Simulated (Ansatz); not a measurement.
**AlBH2 (triplet): the correlation ladder at distance B1–Al2 = 4.176 Å, 6-31G**

How much of the correlation energy of AlBH2 (triplet) does each wave-function method recover here?

Program: Ansatz 0.2.0, Gaussian basis. Level of theory: 6-31G, core rule «outside noble gas», up to 6 orbitals frozen. These are calculated values, not measurements.

To be run: UHF; CCSD(T) on ROHF; CCSD(T) on UHF; BCCD(T) on ROHF; CISD; CCSDT(Q) on ROHF; CCSDT(Q) on UHF; CISDTQ; CASSCF and MRCISD+Q, 4 electrons in 4 orbitals; CASSCF and NEVPT2, 4 electrons in 4 orbitals; CASSCF and MRCISD+Q, 8 electrons in 10 orbitals; CASSCF and NEVPT2, 8 electrons in 10 orbitals; Full CI.

16 further runs of the same task are left out: 10 that didn't finish, 6 set aside as unsound or not needed.

## Step 1: What is computed

The geometry derives from a PBE0/def2-TZVP stationary point (not a proven minimum). One bond is set to the value named and the two fragments are kept rigid.

4 atoms, charge 0, spin multiplicity 3.

Atoms are counted from 1 here; the program's logs count them from 0.

Bond lengths: B1–H3 1.183 Å, Al2–H4 1.571 Å.

## Step 2: UHF

Input file in.yaml:

```yaml
crystal:
  periodic: [false, false, false]
  atoms:
    - {symbol: B, position_ang: [0.000000, 0.000000, 2.184922]}
    - {symbol: Al, position_ang: [0.000000, 0.000000, -1.991078]}
    - {symbol: H, position_ang: [0.000000, 0.000000, 3.368010]}
    - {symbol: H, position_ang: [0.000000, 0.000000, -3.561856]}
basis:
  gaussian: {orbitals: 6-31G}
magnetization: {spin_polarized: true, initial_magnetization: 2}
hamiltonian: {xc: hf}
output: {orbitals: {seedname: orbitals}}
```

On the command line:

```bash
ansatz run in.yaml --threads 1 --pin off --events-out ev --progress --plain --max-ram 2393MiB
```

After this run come: CCSD(T) on ROHF; CCSD(T) on UHF; BCCD(T) on ROHF; CISD; CCSDT(Q) on ROHF; CCSDT(Q) on UHF; CISDTQ; CASSCF and MRCISD+Q, 4 electrons in 4 orbitals; CASSCF and NEVPT2, 4 electrons in 4 orbitals; CASSCF and MRCISD+Q, 8 electrons in 10 orbitals; CASSCF and NEVPT2, 8 electrons in 10 orbitals; Full CI.

**Question.** What will the summary of the whole plan be? Wanted: FCI below the RHF energy; RMP2 from FCI; UMP2 from FCI; RCCSD from FCI; RCCSD(T) from FCI; UCCSD(T) from FCI; RCCSDT(Q) from FCI; UCCSDT(Q) from FCI; NEVPT2 pair from FCI.

As calculated:

| quantity | value |
| --- | --- |
| FCI below the RHF energy | -2.1724 eV |
| RMP2 from FCI | +74.2 kJ/mol |
| UMP2 from FCI | +76.9 kJ/mol |
| RCCSD from FCI | +2.9 kJ/mol |
| RCCSD(T) from FCI | +1.1 kJ/mol |
| UCCSD(T) from FCI | +1.1 kJ/mol |
| RCCSDT(Q) from FCI | +0.1 kJ/mol |
| UCCSDT(Q) from FCI | +0.1 kJ/mol |
| NEVPT2 pair from FCI | +66.4 kJ/mol |
| NEVPT2 valence from FCI | +22.0 kJ/mol |
| MRCISD+Q valence from FCI | +1.3 kJ/mol |
| levels within 1 kcal/mol (43 meV) | RCCSD, UCCSD, RCCSD(T), UCCSD(T), BCCD(T), RCCSDT, UCCSDT, CISDTQ, RCCSDT(Q), UCCSDT(Q), MRCISD valence, MRCISD+Q valence |
| T1 diagnostic | 0.014 |
| effectively unpaired electrons | 2.07 |

What this shows: RCCSD(T) misses by +1.1 kJ/mol, 0.5 % of the correlation energy. One determinant dominates. Of the multireference levels listed MRCISD+Q valence comes nearest in total energy (+1.3 kJ/mol), which doesn't show that its space is the better one. These misses are within one basis, not against nature; the frozen cores of restricted and unrestricted runs differ, which can shift their rows.
